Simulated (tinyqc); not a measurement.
Worked calculation: extended Hueckel theory, for CO. One step of it, computed by the program tinyqc.

Question. Wolfsberg-Helmholz matrix. H_ij = K' S_ij (H_ii + H_jj)/2 for i != j (the diagonal keeps H_ii), with K' = K + D^2 + D^4 (1 - K), D = (H_ii - H_jj)/(H_ii + H_jj), K = 2.

overlap S, order 1C 2s, 1C 2px, 1C 2py, 1C 2pz, 2O 2s, 2O 2px, 2O 2py, 2O 2pz:
```
[[1.000000, 0.000000, 0.000000, 0.000000, 0.342618, 0.000000, 0.000000, -0.290307],
 [0.000000, 1.000000, 0.000000, 0.000000, 0.000000, 0.190636, 0.000000, 0.000000],
 [0.000000, 0.000000, 1.000000, 0.000000, 0.000000, 0.000000, 0.190636, 0.000000],
 [0.000000, 0.000000, 0.000000, 1.000000, 0.429711, 0.000000, 0.000000, -0.304648],
 [0.342618, 0.000000, 0.000000, 0.429711, 1.000000, 0.000000, 0.000000, 0.000000],
 [0.000000, 0.190636, 0.000000, 0.000000, 0.000000, 1.000000, 0.000000, 0.000000],
 [0.000000, 0.000000, 0.190636, 0.000000, 0.000000, 0.000000, 1.000000, 0.000000],
 [-0.290307, 0.000000, 0.000000, -0.304648, 0.000000, 0.000000, 0.000000, 1.000000]]
```

diagonal H_ii (eV): [-21.400000, -11.400000, -11.400000, -11.400000, -32.300000, -14.800000, -14.800000, -14.800000]

K = 2.000000

Give: H.

Answer.

H (eV), order 1C 2s, 1C 2px, 1C 2py, 1C 2pz, 2O 2s, 2O 2px, 2O 2py, 2O 2pz:
```
[[-21.400, 0.000, 0.000, 0.000, -18.762, 0.000, 0.000, 10.678],
 [0.000, -11.400, 0.000, 0.000, 0.000, -5.036, 0.000, 0.000],
 [0.000, 0.000, -11.400, 0.000, 0.000, 0.000, -5.036, 0.000],
 [0.000, 0.000, 0.000, -11.400, -20.435, 0.000, 0.000, 8.048],
 [-18.762, 0.000, 0.000, -20.435, -32.300, 0.000, 0.000, 0.000],
 [0.000, -5.036, 0.000, 0.000, 0.000, -14.800, 0.000, 0.000],
 [0.000, 0.000, -5.036, 0.000, 0.000, 0.000, -14.800, 0.000],
 [10.678, 0.000, 0.000, 8.048, 0.000, 0.000, 0.000, -14.800]]
```
